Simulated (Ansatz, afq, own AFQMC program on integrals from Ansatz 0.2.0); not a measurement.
Integrals from Ansatz 0.2.0, then the random walk in our own AFQMC program (afq).

```yaml
crystal:
  periodic: [false, false, false]
  atoms:
    - {symbol: Al, position_ang: [0.000000, -0.088395, 0.672005]}
    - {symbol: N, position_ang: [0.000000, 0.042178, -1.239541]}
    - {symbol: H, position_ang: [0.000000, 1.346481, 1.405287]}
    - {symbol: H, position_ang: [0.000000, 0.433654, -2.169083]}
basis:
  gaussian: {orbitals: cc-pVDZ}
magnetization: {spin_polarized: true, initial_magnetization: 2}
correlation: {method: ccsd_t, electrons: outside_noble_gas, hamiltonian_folder: ham}
```

```sh
$ ansatz run in.yaml --threads 1 --pin off --events-out ev --progress --plain --max-ram 1382MiB
```

Options of the walk:

```
--method phaseless --trial cisd --walkers 60 --populations 1 --least-time 40 --time-step 0.005 --steps-per-block 50 --equilibration-blocks 28 --max-blocks 300 --target-error 0.00038 --factor-cut 1e-05 --start spin_pure --seed 4639 --release-times 0.24,0.51,0.99,1.62,2.4 --release-step 0.03 --release-every 4 --taylor-order 6
```

Times are imaginary, in 1/Eh. The walk had a cap of 1086 s.

Log:

```
orbitals 36  electrons 6 4  factors 264 of 404
reference energy -297.45756754 Eh
CCSD correlation -0.20962052 Eh in 13 cycles, weight of the determinant in the CISD state 0.8972
energy of the start -297.666756 Eh
 block  time / (1/Eh)  mean weight  energy / Eh
     1     0.250  0.9985  -297.664966
     2     0.500  1.0023  -297.666280
     3     0.750  0.9995  -297.669179
     4     1.000  0.9996  -297.670048
     5     1.250  0.9991  -297.667533
     7     1.750  1.0008  -297.669467
     9     2.250  0.9988  -297.669819
    17     4.250  1.0008  -297.673149
    33     8.250  0.9991  -297.674762
    49    12.250  0.9985  -297.669042
    57    14.250  0.9998  -297.686285
    65    16.250  0.9972  -297.677515
    81    20.250  0.9995  -297.682329
    97    24.250  0.9997  -297.674681
   113    28.250  1.0015  -297.681142
   129    32.250  1.0007  -297.676050
   145    36.250  0.9981  -297.667592
   161    40.250  0.9990  -297.679064
   177    44.250  0.9975  -297.669558
   193    48.250  0.9969  -297.668591
   209    52.250  0.9987  -297.672889
   217    54.250  1.0017  -297.666835
   225    56.250  1.0012  -297.668341
   241    60.250  0.9976  -297.670736
   257    64.250  1.0028  -297.672432
   273    68.250  0.9981  -297.677750
   289    72.250  1.0011  -297.672815
   305    76.250  1.0023  -297.671920
   321    80.250  1.0018  -297.669978
blocks merged  error / Eh  count
     1  0.000244  300
     2  0.000306  150
     4  0.000354  75
     8  0.000414  37
    16  0.000490  18
    32  0.000501  9
released: time / (1/Eh)  energy / Eh  error  mean overlap
  0.24  -297.673699  0.000330  0.9940
  0.51  -297.674183  0.000397  0.9841
  0.99  -297.673903  0.000432  0.9791
  1.62  -297.674077  0.000508  0.9787
  2.40  -297.674200  0.000398  0.9728
energy -297.673737 +/- 0.000490 Eh
(rows thinned)
```

The run passed its tests (sampling time, drift between the halves within three errors, error under three times the target), which doesn't prove that it has relaxed. The second half of the sampling lies above the first by 2.3 errors of their difference, so the energy may still be moving and its error bar be too small.

Against this walk (error 13.3 meV) on the same determinant: CCSD(T) 30.1 meV higher, CCSDT(Q) 18.6 meV lower (within the noise). The error is statistical and leaves out the bias of the constraint. Released to 2.40 1/Eh the energy moves by -13 ± 17 meV (both errors), within twice the noise.

Cautions: constraint bias not in the error; error above the target (13.3 against 10.3 meV); lower spins were not checked.

The walk took 3.1 min on 1 thread of AMD EPYC 9R45 96-Core Processor (Zen 5), with other jobs on the host. The log's last line is the phaseless energy.

CCSDT and higher add their correlation energy to the determinant of the CCSD(T) run, since their own runs factorise the integrals more tightly (a shift of under 2 meV). A walk keeps the symmetry of its determinant, which the program's search chose and which needn't be the lowest solution, so a lower state of the same spin and another symmetry isn't excluded.
